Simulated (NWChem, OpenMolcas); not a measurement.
## Exact exchange and the dipole moment of CH4O (methanol)

The species is CH4O (6 atoms), meant as a singlet with charge 0. As SMILES, `CO`. The shape is that of a PBE0-D4/def2-TZVP optimisation.

The dipole moment y, in D, basis def2-TZVP; a is the functional's share of exact exchange. Programs: NWChem 7.3.0, OpenMolcas 26.06.

| functional | program | a | y (D) |
| --- | --- | --- | --- |
| PBE | OpenMolcas | 0 | 1.60 |
| r2SCAN | NWChem | 0 | 1.64 |
| B3LYP | OpenMolcas | 0.2 | 1.68 |
| PBE0 | OpenMolcas | 0.25 | ? |
| BHLYP | NWChem | 0.5 | 1.75 |

**Question.** Fit y = c + s·a to the known rows and predict PBE0.

**Answer.** 
1. Means of the 4 rows: a = 0.1750, y = 1.667.
2. Σ(Δa)² = 0.1675, Σ(Δa·Δy) = 0.04375, so the slope is 0.04375/0.1675 = 0.26119.
3. Intercept: 1.667 − (0.26119) × 0.1750 = 1.621. The largest residual of the fit is 0.021.
4. PBE0: 1.621 + (0.26119) × 0.25 = 1.69 D.

The run gave 1.67 D, so the prediction is off by +0.02 D, within the scatter of the fit. More exact exchange makes the molecule more polar here. The measured value is 1.70 D (NIST CCCBDB).
